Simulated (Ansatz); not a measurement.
We consider fcc Pd, described by r²SCAN in Ansatz (PAW).

Settings: plane-wave cutoff 600 eV, 16×16×16 k mesh, Fermi–Dirac smearing 0.1 eV, finite displacements, force constants from a 4×4×4 q mesh, scalar-relativistic PAW data made under PBE.

Computed at the level's own relaxed cell. Harmonic vibrational thermodynamics at fixed volume:

```json
[
 {"T (K)": "0", "S_vib (J/K per mol of atoms)": "0.00", "C_V (J/K per mol of atoms)": "0.00", "F_vib (eV/atom)": "0.0265"},
 {"T (K)": "100", "S_vib (J/K per mol of atoms)": "___", "C_V (J/K per mol of atoms)": "___", "F_vib (eV/atom)": "___"},
 {"T (K)": "300", "S_vib (J/K per mol of atoms)": "___", "C_V (J/K per mol of atoms)": "___", "F_vib (eV/atom)": "___"},
 {"T (K)": "500", "S_vib (J/K per mol of atoms)": "___", "C_V (J/K per mol of atoms)": "___", "F_vib (eV/atom)": "___"},
 {"T (K)": "700", "S_vib (J/K per mol of atoms)": "___", "C_V (J/K per mol of atoms)": "___", "F_vib (eV/atom)": "___"},
 {"T (K)": "800", "S_vib (J/K per mol of atoms)": "___", "C_V (J/K per mol of atoms)": "___", "F_vib (eV/atom)": "___"},
 {"T (K)": "1000", "S_vib (J/K per mol of atoms)": "___", "C_V (J/K per mol of atoms)": "___", "F_vib (eV/atom)": "___"}
]
```

Fill in the missing entries.


- 100, S_vib (J/K per mol of atoms): 12.72
- 100, C_V (J/K per mol of atoms): 17.63
- 100, F_vib (eV/atom): 0.0217
- 300, S_vib (J/K per mol of atoms): 36.47
- 300, C_V (J/K per mol of atoms): 23.91
- 300, F_vib (eV/atom): -0.0326
- 500, S_vib (J/K per mol of atoms): 48.87
- 500, C_V (J/K per mol of atoms): 24.56
- 500, F_vib (eV/atom): -0.1220
- 700, S_vib (J/K per mol of atoms): 57.17
- 700, C_V (J/K per mol of atoms): 24.75
- 700, F_vib (eV/atom): -0.2324
- 800, S_vib (J/K per mol of atoms): 60.48
- 800, C_V (J/K per mol of atoms): 24.79
- 800, F_vib (eV/atom): -0.2934
- 1000, S_vib (J/K per mol of atoms): 66.02
- 1000, C_V (J/K per mol of atoms): 24.85
- 1000, F_vib (eV/atom): -0.4248

The crystal is taken as a harmonic solid at every temperature: melting, phase changes and thermal expansion are not seen, nor the electrons' share in a metal.

Ansatz is a first-principles code.
